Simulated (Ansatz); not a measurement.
Working through a test of scalar relativity of NaS (charge +1)

Computed with the Ansatz DFT code, driven from Python.

The cells in order, each with its output:

**Cell 1**
```python
import ansatz as az
import numpy as np
```

**Cell 2**
```python
geometry_ang = [
    ("Na", [0.0, 0.0, 0.0]),
    ("S", [0.0, 0.0, 2.66]),
]
molecule = az.Crystal.molecule()
for symbol, xyz in geometry_ang:
    molecule = molecule.atom(symbol, xyz)
```

**Cell 3**
```python
base = molecule.calculation()
base = base.functional("pbe0")
base = base.charge(1)
base = base.spin("collinear", total=2)
base = base.forces()
# a set contracted for a scalar-relativistic Hamiltonian goes with the relativistic run
sets = {"none": "cc-pVTZ", "scalar": "cc-pVTZ-DK"}
found = {kind: base.basis(gaussian=basis).pseudopotentials(relativity=kind).run().report for kind, basis in sets.items()}
for kind, each in found.items():
    dipole = 4.803205 * np.linalg.norm(each["charge_distribution"]["dipole_moment_e_ang"])
    print(f"{kind:7s} E = {each['free_energy_ev']:.4f} eV  dipole {dipole:.3f} D  largest force component {np.abs(each['forces_ev_ang']).max():.4f} eV/A")
print(f"relativity lowers the total energy by {found['none']['free_energy_ev'] - found['scalar']['free_energy_ev']:.3f} eV")
```
Output:
```text
none    E = -15237.9918 eV  dipole 5.780 D  largest force component 0.4631 eV/A
scalar  E = -15273.3898 eV  dipole 5.770 D  largest force component 0.4593 eV/A
relativity lowers the total energy by 35.398 eV
```

What to keep in mind:
- Total energies depend on the basis set; only differences at equal settings carry meaning.
- The geometry is a force-field or estimated start, not a minimum of this method. The basis set changes with the Hamiltonian (a set recontracted for scalar relativity), and most of the change in the total lies in the cores.
- The run takes the species as open-shell (spin multiplicity 3), which needn't be its ground state.
- An ion's dipole depends on the origin; the program takes it about the centre of nuclear charge.
- The spin state was assumed, and another may lie lower.
- Hardware and time: 7.1 s on 1 thread of Arm Neoverse V2, on a shared host, peak memory 0.21 GiB.
